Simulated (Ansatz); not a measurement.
## TiO2 (P4_2/mnm)

Level of theory: DFT r2SCAN, scalar-relativistic, plane waves, PAW (Ansatz).

Cutoff 500 eV; k points 6×6×10 on the computed 6-atom cell (Γ-centred); Gaussian smearing, width 0.02 eV; no spin polarisation.

The structure is relaxed at this level of theory with its symmetry kept.

```
CELL_PARAMETERS angstrom
4.59695 0.00000 0.00000
0.00000 4.59695 0.00000
0.00000 0.00000 2.95354
ATOMIC_POSITIONS crystal
Ti 0.00000 0.00000 0.00000
Ti 0.50000 0.50000 0.50000
O 0.30463 0.30463 0.00000
O 0.19537 0.80463 0.50000
O 0.69537 0.69537 0.00000
O 0.80463 0.19537 0.50000
```

* Space group: P4_2/mnm (No. 136)
* Volume per atom: 10.40 Å³
* Formation energy from the elements' standard states (uncorrected): -3.318 eV/atom
* Generalised Kohn–Sham band gap: 2.22 eV, direct at Γ
* Löwdin character of the top 1 eV of the valence band: O 2p 95 %
* Löwdin character of the lowest 1 eV of the conduction band: Ti 3d 89 %, O 2p 9 %
* Electron masses at the edge by Cartesian direction of the standard setting (m_e; degenerate bands sorted by energy; no spin-orbit coupling): x: 1.2; y: 1.2; z: 0.58
* Hole masses at the edge by Cartesian direction of the standard setting (m_e; degenerate bands sorted by energy; no spin-orbit coupling): x: 2.3; y: 2.3; z: 3.7
* Bulk modulus: 229 GPa
* Its pressure derivative: 5.3
* Bader charges (e): Ti (2 in the cell) 2.38, O (4 in the cell) -1.19

A ferromagnetic start lost its moments in a first run, so spin was left out; other magnetic orders weren't tried.

Cost: 8 runs of about 3.8 core-minutes in all, on Intel Xeon 6975P-C (Granite Rapids) (shared hosts).